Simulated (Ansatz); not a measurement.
System: hcp Cd. Method: PBE-D4 (plane waves, PAW; Ansatz, a first-principles code).

Settings: plane-wave cutoff 520 eV, 24×24×10 k mesh (along the axes of the cell as run), Fermi–Dirac smearing 0.05 eV, scalar-relativistic PAW data made under PBE.

The cell is scaled about its equilibrium volume:

Shape and atoms are relaxed at each volume.

```tsv
V (Å³/atom)	P (GPa)	c (Å)	a (Å)
20.690	2.33	5.451	2.961
21.121	1.09	5.522	2.972
21.552	0.00	5.590	2.984
21.983	-0.93	5.661	2.995
22.414	-1.76	5.729	3.006
```

Note: the bulk modulus comes from volumes at which shape and atoms were relaxed.
